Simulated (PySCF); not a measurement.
**Orbital energies and ionisation energy**

C5H5F.
Numbering: `[CH2:1]=[C:2]1[C:3]([CH3:4])=[C:5]1[F:6]` (hydrogens: H7, H8 on C1; H9, H10, H11 on C4)

Geometry (PBE0-D3(BJ)/def2-SVP, Å), atoms numbered from 1 in this order:
```xyz
11
C5H5F angstrom
C      2.0783    0.5283   -0.0224
C      0.7639    0.5907    0.1920
C     -0.5863    0.0046    0.0823
C     -1.3710   -1.1422   -0.3947
C     -0.4357    1.1795    0.6563
F     -1.0098    2.1902    1.2443
H      2.7319    1.3409    0.2984
H      2.5231   -0.3345   -0.5204
H     -1.2357   -1.2675   -1.4807
H     -2.4411   -1.0186   -0.1811
H     -1.0159   -2.0692    0.0828
```

Level: B3LYP/def2-SVPD (PySCF). Frontier orbitals with their largest atomic shares (Löwdin; up to four atoms above 4 %):

```tsv
orbital	ε (eV)	main atoms
HOMO−3	-9.89	C2 24 %, C3 19 %, C5 19 %, F6 13 %
HOMO−2	-9.84	C3 21 %, C5 19 %, F6 18 %, C2 12 %
HOMO−1	-8.70	C2 26 %, C1 16 %, C3 15 %, C5 12 %
HOMO	-5.78	?
LUMO	-0.19	C3 34 %, C5 27 %, C4 11 %, F6 8 %
LUMO+1	-0.07	C5 24 %, C4 20 %, C3 14 %, F6 10 %
LUMO+2	0.95	C4 22 %, C5 19 %, F6 17 %, H11 12 %
```

Question: What vertical ionisation energy does ΔSCF give, and how far is −ε(HOMO) from it?

Answer: ΔSCF: 8.08 eV (780 kJ/mol; threshold wavelength 153 nm); ⟨S²⟩ of the doublet left behind is 0.756, against 0.75 for a pure doublet. −ε(HOMO) is 5.78 eV, 2.30 eV below it. For the exact functional −ε(HOMO) would equal the first vertical ionisation energy; B3LYP (global hybrid, 20 % exact exchange) falls short of its own ΔSCF value by 28 %.

Question: On which atoms does the HOMO lie?

Answer: C1 (terminal =CH2 carbon) 39 %, C2 (fully substituted alkene carbon) 24 %, C3 (fully substituted alkene carbon) 13 %, C5 (vinylic C–F carbon) 10 %. The HOMO−1 lies 2.92 eV lower.

Question: What kinetic energy would electrons from this vertical process carry with Lyman-α light (10.199 eV)?

Answer: 10.20 − 8.08 = 2.12 eV.

Question: With α = 61.9 au, estimate the like-pair dispersion coefficient by London's formula C6 = (3/4)α²I.

Answer: I = 0.2970 Eh, so C6 ≈ 855 au, a rough estimate.

Isolated species at its PBE0-D3(BJ)/def2-SVP geometry, gas phase.
